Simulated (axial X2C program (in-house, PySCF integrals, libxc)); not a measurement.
**Which molecule has these constants?**

Calculated with an axial X2C code built on PySCF integrals, spin-free (one-electron X2C) or two-component (2c: spin–orbit coupling with atomic mean-field Coulomb and Gaunt terms, which also bring small scalar terms), in Dyall basis sets with cores contracted in-house; open shells are unrestricted.

A two-component PBE0 calculation in a Dyall 3-zeta basis gave Re = 2.052 Å, ωe = 490.3 cm⁻¹, De = 2.46 eV, dipole magnitude 7.96 D, Ω = 3/2.

Problem. Which molecule is it?
A. NaN
B. NaF
C. NaO
D. NaB
E. LiNa

Solution. C. The others have NaF 1.930 Å and 531.5 cm⁻¹ (Ω = 0); NaN 2.237 Å and 391.5 cm⁻¹ (Ω = 1); NaB 2.483 Å and 334.5 cm⁻¹ (Ω = 2); LiNa 2.919 Å and 253.7 cm⁻¹ (Ω = 0).

Each entry is the lowest single determinant of a limited PBE0 search at one distance. De goes to single-determinant-based atoms at the same level (for ions the charge split of lowest energy) and is withheld (n/a) where an atom does not fit its ground term or J level. Main or longest-lived isotopes. One determinant is a doubtful description, or other states lie close, for NaO, NaN, NaB; these need not be ground states, and all values refer to the states named. Some open-shell Ω = 0 determinants are out of reach, so the Ω given for NaN, NaB need not be the lowest component. With several unpaired electrons the Ω given is that of one determinant, not necessarily of the lowest component. Some light 2c atoms are not at their ground J level, so De misses part of their lowering (0.04 eV or less). The functionals have no current term, which raises determinants with orbital currents. Where the atoms have a lower orbital projection than the molecule, De at mean-field level may be about a tenth of an eV too small.
